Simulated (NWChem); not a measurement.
Program: NWChem. System: HO, charge 0, spin multiplicity 2, at a geometry optimised with UB3LYP/def2-SVP. The structure started from a generated list of species. Its SCF solution wasn't tested for a lower state. Level: UHF/def2-TZVP.

NWChem printed:

```
             Northwest Computational Chemistry Package (NWChem) 7.3.0
             --------------------------------------------------------

                                NWChem Input Module
                                -------------------

 Scaling coordinates for geometry "geometry" by  1.889725989
 (inverse scale =  0.529177249)

 Turning off AUTOSYM since
 SYMMETRY directive was detected!

                             Geometry "geometry" -> ""
                             -------------------------

 Output coordinates in angstroms (scale by  1.889725989 to convert to a.u.)

  No.       Tag          Charge          X              Y              Z
 ---- ---------------- ---------- -------------- -------------- --------------
    1 O                    8.0000     0.00000000     0.00000000     0.10899200
    2 H                    1.0000     0.00000000     0.00000000    -0.87193800

 Effective nuclear repulsion energy (a.u.)       4.3157187485

            Nuclear Dipole moment (a.u.)
            ----------------------------
        X                 Y               Z
 ---------------- ---------------- ----------------
     0.0000000000     0.0000000000    -0.0000037795

      Symmetry information
      --------------------

 Group name             C2v
 Group number             16
 Group order               4
 No. of unique centers     2

      Symmetry unique atoms

     1    2


 Summary of "ao basis" -> "" (spherical)
 ------------------------------------------------------------------------------
       Tag                 Description            Shells   Functions and Types
 ---------------- ------------------------------  ------  ---------------------
 *                         def2-tzvp                  on all atoms

 Summary of "ao basis" -> "ao basis" (spherical)
 ------------------------------------------------------------------------------
       Tag                 Description            Shells   Functions and Types
 ---------------- ------------------------------  ------  ---------------------
 O                         def2-tzvp                11       31   5s3p2d1f
 H                         def2-tzvp                 4        6   3s1p

                                 NWChem SCF Module
                                 -----------------

  ao basis        = "ao basis"
  functions       =    37
  atoms           =     2
  alpha electrons =     5
  beta  electrons =     4
  charge          =   0.00
  wavefunction    = UHF
  use symmetry    = T
  symmetry adapt  = T

 Summary of "ao basis" -> "ao basis" (spherical)
 ------------------------------------------------------------------------------
       Tag                 Description            Shells   Functions and Types
 ---------------- ------------------------------  ------  ---------------------
 O                         def2-tzvp                11       31   5s3p2d1f
 H                         def2-tzvp                 4        6   3s1p

      Symmetry analysis of basis
      --------------------------

        a1         18
        a2          3
        b1          8
        b2          8

 Forming initial guess at       0.0s

   Symmetry analysis of molecular orbitals - initial alpha
   -------------------------------------------------------

  Numbering of irreducible representations:

     1 a1          2 a2          3 b1          4 b2

  Orbital symmetries:

     1 a1          2 a1          3 a1          4 b2          5 b1
     6 a1          7 a1          8 b2          9 a1         10 b1
    11 a1         12 b2         13 b1         14 a1         15 a2

   Symmetry analysis of molecular orbitals - initial beta
   ------------------------------------------------------

  Numbering of irreducible representations:

     1 a1          2 a2          3 b1          4 b2

  Orbital symmetries:

     1 a1          2 a1          3 a1          4 b1          5 b2
     6 a1          7 a1          8 a1          9 b1         10 b2
    11 a1         12 b1         13 b2         14 a2         15 a1

 Starting SCF solution at       0.0s

 ----------------------------------------------
         Quadratically convergent UHF

 Convergence threshold     :          1.000E-07
[...]
    14      0.155596  1 O  pz                 4      0.153302  1 O  s
    32     -0.151836  2 H  s

 Vector    4  Occ=1.000000D+00  E=-6.557358D-01  Symmetry=b2
              MO Center= -1.8D-19, -3.9D-15,  8.8D-02, r^2= 5.5D-01
   Bfn.  Coefficient  Atom+Function         Bfn.  Coefficient  Atom+Function
  ----- ------------  ---------------      ----- ------------  ---------------
     7      0.500114  1 O  py                10      0.451530  1 O  py
    13      0.236717  1 O  py

 Vector    5  Occ=1.000000D+00  E=-5.589282D-01  Symmetry=b1
              MO Center= -8.2D-16, -3.0D-16,  8.6D-02, r^2= 6.0D-01
   Bfn.  Coefficient  Atom+Function         Bfn.  Coefficient  Atom+Function
  ----- ------------  ---------------      ----- ------------  ---------------
     6      0.486075  1 O  px                 9      0.431682  1 O  px
    12      0.278577  1 O  px

 Vector    6  Occ=0.000000D+00  E= 1.311688D-01  Symmetry=a1
              MO Center= -1.3D-15,  4.7D-15, -1.3D+00, r^2= 2.8D+00
   Bfn.  Coefficient  Atom+Function         Bfn.  Coefficient  Atom+Function
  ----- ------------  ---------------      ----- ------------  ---------------
    34      1.777352  2 H  s                  5     -1.063727  1 O  s
    14      0.483710  1 O  pz                 3     -0.155902  1 O  s
     8      0.151958  1 O  pz

 Vector    7  Occ=0.000000D+00  E= 5.360859D-01  Symmetry=a1
              MO Center=  1.3D-16,  2.1D-16,  8.8D-03, r^2= 2.6D+00
   Bfn.  Coefficient  Atom+Function         Bfn.  Coefficient  Atom+Function
  ----- ------------  ---------------      ----- ------------  ---------------
    33      2.116273  2 H  s                 14      1.348637  1 O  pz
     4     -0.740437  1 O  s                 34     -0.618505  2 H  s
     5     -0.217513  1 O  s                 11      0.168684  1 O  pz

 Vector    8  Occ=0.000000D+00  E= 5.418108D-01  Symmetry=b2
              MO Center=  4.5D-16,  1.9D-14,  1.1D-01, r^2= 2.4D+00
   Bfn.  Coefficient  Atom+Function         Bfn.  Coefficient  Atom+Function
  ----- ------------  ---------------      ----- ------------  ---------------
    13      1.270565  1 O  py                10     -0.691520  1 O  py
     7     -0.255712  1 O  py

                     UHF Final Beta Molecular Orbital Analysis
                     -----------------------------------------

 Vector    2  Occ=1.000000D+00  E=-1.224600D+00  Symmetry=a1
              MO Center=  6.4D-16,  5.1D-16, -9.0D-02, r^2= 4.9D-01
   Bfn.  Coefficient  Atom+Function         Bfn.  Coefficient  Atom+Function
  ----- ------------  ---------------      ----- ------------  ---------------
     4      0.477977  1 O  s                  3      0.336210  1 O  s
     2     -0.235312  1 O  s                  5      0.180019  1 O  s

 Vector    3  Occ=1.000000D+00  E=-6.332802D-01  Symmetry=a1
              MO Center= -5.4D-16,  6.1D-16,  3.4D-02, r^2= 7.6D-01
   Bfn.  Coefficient  Atom+Function         Bfn.  Coefficient  Atom+Function
  ----- ------------  ---------------      ----- ------------  ---------------
     8      0.381463  1 O  pz                11      0.327640  1 O  pz
    33     -0.245775  2 H  s                  5      0.204301  1 O  s
     4      0.176541  1 O  s                 14      0.165827  1 O  pz
    32     -0.157240  2 H  s

 Vector    4  Occ=1.000000D+00  E=-5.116153D-01  Symmetry=b1
              MO Center=  6.6D-17,  3.0D-16,  8.5D-02, r^2= 6.4D-01
   Bfn.  Coefficient  Atom+Function         Bfn.  Coefficient  Atom+Function
  ----- ------------  ---------------      ----- ------------  ---------------
     6      0.471836  1 O  px                 9      0.419369  1 O  px
    12      0.309717  1 O  px

 Vector    5  Occ=0.000000D+00  E= 1.004088D-01  Symmetry=b2
              MO Center= -6.3D-16, -2.3D-16,  8.1D-02, r^2= 1.1D+00
   Bfn.  Coefficient  Atom+Function         Bfn.  Coefficient  Atom+Function
  ----- ------------  ---------------      ----- ------------  ---------------
    13      0.614967  1 O  py                 7      0.345399  1 O  py
    10      0.251364  1 O  py

 Vector    6  Occ=0.000000D+00  E= 1.384578D-01  Symmetry=a1
              MO Center= -6.5D-16,  5.3D-16, -1.3D+00, r^2= 2.8D+00
   Bfn.  Coefficient  Atom+Function         Bfn.  Coefficient  Atom+Function
  ----- ------------  ---------------      ----- ------------  ---------------
    34      1.814712  2 H  s                  5     -1.118418  1 O  s
    14      0.504487  1 O  pz                 4      0.169624  1 O  s
     3     -0.156143  1 O  s                  8      0.151407  1 O  pz

 Vector    7  Occ=0.000000D+00  E= 5.432461D-01  Symmetry=a1
              MO Center= -1.1D-17,  2.2D-16,  6.1D-03, r^2= 2.5D+00
   Bfn.  Coefficient  Atom+Function         Bfn.  Coefficient  Atom+Function
  ----- ------------  ---------------      ----- ------------  ---------------
    33      2.161197  2 H  s                 14      1.400368  1 O  pz
     4     -0.674581  1 O  s                 34     -0.551882  2 H  s
     5     -0.385097  1 O  s                 11      0.175077  1 O  pz

 center of mass
 --------------
 x =   0.00000000 y =   0.00000000 z =   0.09608893

 moments of inertia (a.u.)
 ------------------
           3.257780707971           0.000000000000           0.000000000000
           0.000000000000           3.257780707971           0.000000000000
           0.000000000000           0.000000000000           0.000000000000

  Mulliken analysis of the total density
  --------------------------------------

    Atom       Charge   Shell Charges
 -----------   ------   -------------------------------------------------------
    1 O    8     8.34   0.79  1.18  0.61  0.99  0.35  1.76  1.84  0.81  0.00  0.01  0.00
    2 H    1     0.66   0.24  0.34  0.03  0.04

  Mulliken analysis of the alpha density
  --------------------------------------

    Atom       Charge   Shell Charges
 -----------   ------   -------------------------------------------------------
    1 O    8     4.70   0.40  0.59  0.31  0.51  0.16  1.11  1.14  0.47  0.00  0.01  0.00
    2 H    1     0.30   0.11  0.15  0.01  0.02

   Mulliken analysis of the beta density
   -------------------------------------

    Atom       Charge   Shell Charges
 -----------   ------   -------------------------------------------------------
    1 O    8     3.65   0.40  0.59  0.29  0.48  0.19  0.65  0.69  0.34  0.00  0.01  0.00
    2 H    1     0.35   0.13  0.19  0.02  0.02

   Mulliken analysis of the spin density
   -------------------------------------

    Atom       Charge   Shell Charges
 -----------   ------   -------------------------------------------------------
    1 O    8     1.05   0.00 -0.00  0.02  0.02 -0.02  0.46  0.45  0.12 -0.00  0.00 -0.00
    2 H    1    -0.05  -0.02 -0.03 -0.00  0.00

       Multipole analysis of the density wrt the origin
       ------------------------------------------------

     L   x y z        total         alpha         beta         nuclear
     -   - - -        -----         -----         ----         -------
     0   0 0 0     -0.000000     -5.000000     -4.000000      9.000000

     1   1 0 0      0.000000      0.000000     -0.000000      0.000000
     1   0 1 0     -0.000000      0.000000     -0.000000      0.000000
     1   0 0 1     -0.731526     -0.470848     -0.260674     -0.000004

     2   2 0 0     -4.946787     -2.585937     -2.360850      0.000000
     2   1 1 0      0.000000      0.000000      0.000000      0.000000
     2   1 0 1     -0.000000     -0.000000     -0.000000      0.000000
     2   0 2 0     -3.989238     -2.575355     -1.413883      0.000000
     2   0 1 1     -0.000000     -0.000000     -0.000000      0.000000
     2   0 0 2     -3.324359     -3.276023     -3.102704      3.054367

 Task  times  cpu:        0.1s     wall:        0.1s

 Total times  cpu:        0.1s     wall:        0.1s
```

Problem. Write an NWChem input that would produce this output.

Solution. One answer among several that fit: 
```
start mol
memory heap 200 mb stack 900 mb global 1100 mb
geometry units angstroms nocenter noautoz
  O      0.000000     0.000000     0.108992
  H      0.000000     0.000000    -0.871938
  symmetry group C2v
end
basis spherical
  * library def2-tzvp
end
scf
  uhf
  nopen 1
  maxiter 100
  thresh 1e-7
  semidirect memsize 60000000 filesize 0
  # guess.movecs holds the orbitals of an unrestricted PBE0 run
  vectors input guess.movecs output mol.movecs
end
task scf energy
```
